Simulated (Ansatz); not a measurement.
Compare A (`CN=C(O)O`) with its isomer B (`NC=C(O)O`).

Isolated molecules relaxed with PBE0-D4/def2-TZVP in Ansatz; ΔE leaves out vibrations. CCSD(T)/CBS adds triple-zeta CCSD(T) − MP2 to the extrapolated MP2 energy (def2 sets, frozen cores). DFT in def2-TZVPP. B3LYP here is the variant with VWN-RPA as its local correlation; programs differ in this. Each species was taken in one conformer, which may not be the lowest.

Which isomer does CCSD(T)/CBS put lower? Give the gap. (Best estimate.)

Ansatz gave: A, by 41.3 kJ/mol.

Give E(B) − E(A) in kJ/mol with B3LYP-D4, ωB97M-V, PBE-D4, MP2/def2-TZVPP, HF/def2-TZVPP, r2SCAN-D4, B3LYP. (An estimate is asked.)

The calculation gave: B3LYP-D4 42.7, ωB97M-V 41.6, PBE-D4 40.7, MP2/def2-TZVPP 45.4, HF/def2-TZVPP 53.7, r2SCAN-D4 45.9, B3LYP 43.0. None reverses the order clearly.

Largest T1 diagnostic: 0.013.

In def2-TZVPP, CCSD(T) changes the Hartree–Fock value by −8.5 kJ/mol (the triples alone add +0.2 kJ/mol) and MP2 by −8.3 kJ/mol.
